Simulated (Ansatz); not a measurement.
in.yaml

```yaml
crystal:
  periodic: [false, false, false]
  atoms:
    - {symbol: Si, position_ang: [0.000000, 0.000000, 0.000000]}
    - {symbol: As, position_ang: [0.000000, 0.000000, 2.289000]}
basis:
  gaussian: {orbitals: aug-cc-pVDZ}
total_charge: -1
magnetization: {spin_polarized: false, initial_magnetization: 2}
correlation: {method: ccsd_t, electrons: outside_noble_gas}
```

```sh
$ ansatz run in.yaml --threads 1 --pin off --events-out ev --progress --plain --max-ram 2393MiB
```

Output:

```
709 factors; integrals over basis functions are off by at most 6.3e-4 eV
mean field evaluation 1: about -68653.7328 eV, gradient 1.1e1 eV
mean field evaluation 2: about -68653.7331 eV, gradient 1.1e1 eV
mean field evaluation 4: about -68655.1028 eV, gradient 2.4e0 eV
mean field evaluation 8: about -68655.1928 eV, gradient 2.5e-1 eV
mean field evaluation 16: about -68655.1966 eV, gradient 1.0e-2 eV
mean field evaluation 32: about -68656.3108 eV, gradient 2.3e-3 eV
mean field evaluation 64: about -68655.2390 eV, gradient 4.8e-1 eV
mean field evaluation 96: about -68656.3108 eV, gradient 3.1e-3 eV
mean field evaluation 128: about -68655.8556 eV, gradient 1.8e-2 eV
mean field evaluation 160: about -68655.8556 eV, gradient 1.8e-2 eV
...
mean field evaluation 864: about -68652.9362 eV, gradient 1.1e-2 eV
mean field evaluation 896: about -68654.3748 eV, gradient 4.3e-2 eV
mean field evaluation 928: about -68654.3751 eV, gradient 2.9e-3 eV
mean field evaluation 960: about -68652.7638 eV, gradient 1.1e1 eV
mean field evaluation 992: about -68652.4976 eV, gradient 8.4e-1 eV
mean field evaluation 1024: about -68653.4553 eV, gradient 8.6e-1 eV
mean field -68656.31080993 eV, -2523.0728853461 hartree, gradient 2.3e-6 eV, S^2 2.000000; 23 other end points of the search recorded, 0 dependent functions left out
mean field evaluation 1056: about -68654.2602 eV, gradient 8.3e0 eV
mean field evaluation 1088: about -68656.5412 eV, gradient 1.9e-1 eV
mean field evaluation 1120: about -68656.5417 eV, gradient 6.9e-2 eV
determinant -68656.31080993 eV, -2523.0728853461 hartree, with singles and doubles -68661.79624700 eV, -2523.2744714403 hartree
determinant -68655.85556484 eV, -2523.0561553975 hartree, with singles and doubles -68661.35073077 eV, -2523.2580990207 hartree
determinant -68655.19664668 eV, -2523.0319406017 hartree, with singles and doubles -68661.12999846 eV, -2523.2499872579 hartree
determinant -68654.37510619 eV, -2523.0017495456 hartree, with singles and doubles -68659.99734438 eV, -2523.2083629882 hartree
determinant -68653.80545030 eV, -2522.9808150779 hartree, with singles and doubles -68659.44532482 eV, -2523.1880766436 hartree
determinant -68653.62091220 eV, -2522.9740334276 hartree, with singles and doubles -68659.15387913 eV, -2523.1773662120 hartree
determinant -68653.53750435 eV, -2522.9709682456 hartree, with singles and doubles -68659.67840074 eV, -2523.1966420255 hartree
determinant -68653.47424869 eV, -2522.9686436433 hartree, with singles and doubles -68659.02840645 eV, -2523.1727551759 hartree
determinant -68652.93620490 eV, -2522.9488708984 hartree, with singles and doubles -68658.74430459 eV, -2523.1623146253 hartree
determinant -68652.90773772 eV, -2522.9478247490 hartree, with singles and doubles -68658.39050061 eV, -2523.1493125687 hartree
determinant -68656.31080993 eV, -2523.0728853461 hartree, with singles and doubles -68661.80143164 eV, -2523.2746619720 hartree
determinant -68655.85556484 eV, -2523.0561553975 hartree, with singles and doubles -68661.35233578 eV, -2523.2581580036 hartree
19 core orbitals not correlated: weight in the atoms' cores, before any rotation towards them, 1.000 or more for the frozen orbitals, at most 0.000 for the correlated occupied ones
reference -68656.31080993 eV, -2523.0728853461 hartree; 6, 4 occupied and 38, 40 virtual orbitals, 709 factors
second order -4.61544370 eV of doubles, -0.11653375 eV of singles
cycle   1  -5.49062198 eV  change   -2.8e-7 eV  update   4.4e-6
perturbative correction -0.31831774 eV, -0.0116979612 hartree
Total energy: -68662.11974966 eV, -2523.2863599435 hartree
```

Ran on 1 thread of Arm Neoverse V1, shared host: 39 s wall, 0.17 GiB peak host memory.
